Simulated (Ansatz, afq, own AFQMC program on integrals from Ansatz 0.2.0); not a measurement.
# AlN, triplet in 6-31G, levels against full CI

```xyz
2

Al    0.0000    0.0000    0.0000
N     0.0000    0.0000    1.9790
```

Basis 6-31G. Noble-gas cores (and the filled d shells of Ga–Kr and In–Xe) are frozen. Integrals, coupled cluster, full CI and functionals: Ansatz 0.2.0; the random walks run on the same integrals in our own AFQMC program. ph-AFQMC/CISD is guided by a CISD state made of CCSD amplitudes; releasing the constraint for a short imaginary time cuts its bias at the price of noise, slowly where states lie close. Error bars are statistical, one sigma.

Determinant: UHF, the one that the program's search chose, which needn't be the lowest solution. The geometry is a point of a scan.

Full CI on the same integrals is exact in this basis and with this determinant's frozen core.

Cautions: lower spins were not checked; the determinant is a saddle point among determinants of its kind.

* T1 diagnostic: 0.0219
* weight of the determinant in the CISD state: 0.909
* ⟨S²⟩ of the determinant: 2.020
* size of the correlated space: 8 electrons in 16 orbitals

| level | correlation energy (eV) |
| --- | --- |
| MP2 | -2.1529 |
| CCSD | -2.7763 |
| CCSD(T) | -2.8211 |

(1) Estimate where AFQMC with the constraint released lies against CCSD(T) on the same integrals.

(1) 1.8 ± 0.2 kJ/mol below CCSD(T).

Reference: full CI, correlation energy -2.841 eV. The released energy is read at 2.40 1/Eh (meV from the phaseless value at times in 1/Eh: -3.6 ± 1.6 at 0.24, -4.4 ± 1.9 at 0.51, -6.9 ± 1.8 at 0.99, -7.8 ± 1.6 at 1.62, -9.2 ± 2.2 at 2.40).

| level | E − E(reference) (kJ/mol) | share of correlation (%) |
| --- | --- | --- |
| CCSD(T) | 1.9 | 99.31 |
| CCSDT | 0.7 | 99.75 |
| CCSDT(Q) | 0.1 | 99.98 |
| CCSDTQ | 0.0 | 100.00 |
| ph-AFQMC/CISD | 0.9 ± 0.2 | 99.66 |
| released AFQMC | 0.1 ± 0.2 | 99.98 |

CCSDT and higher add their correlation energy to the determinant of the CCSD(T) run, since their own runs factorise the integrals more tightly (a shift of under 2 meV). A walk keeps the symmetry of its determinant, which the program's search chose and which needn't be the lowest solution, so a lower state of the same spin and another symmetry isn't excluded. Released energies are given only where the last usable release times agree within the noise; a slower fall can still hide under it.
